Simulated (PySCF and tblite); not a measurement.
Results of a calculation; reference values are marked as such.
C4H6O, numbered as in [CH3:1]/[CH:2]=[CH:3]/[CH:4]=[O:5].

The ensemble was built from 90 distance-geometry starts (ETKDG and KDG, MMFF94s, GFN2-xTB) and rests on GFN2-xTB geometries. Free energies are PBE0-D3(BJ)/def2-TZVP (IEF-PCM, chloroform) single points with GFN2-xTB rigid-rotor and vibrational terms (modes under about 100 cm⁻¹ blended into free rotors). Symmetry numbers and mirror images are counted. Conformers within 2.5 kcal/mol (GFN2-xTB free energy) were kept, 6 at most. Programs: PySCF with density fitting and tblite.

Rotational constants are equilibrium values for the commonest isotopes; dipoles come from the energy level named and are polarised by its solvent model.

Torsions listed: C2–C3–C4–O5.

```csv
conformer,shape,symmetry,weight %
1,180°,Cs,98.3
2,0°,Cs,1.7
```

Sets of constants, in random order:

```tsv
set	A (MHz)	B (MHz)	C (MHz)	abs μa (D)	abs μb (D)	abs μc (D)
P	33246	2200	2090	4.97	1.28	0.00
Q	19428	2646	2362	3.54	1.90	0.00
```

**Question.** Match each set to its conformer.

**Answer.** P is conformer 1, Q is conformer 2.
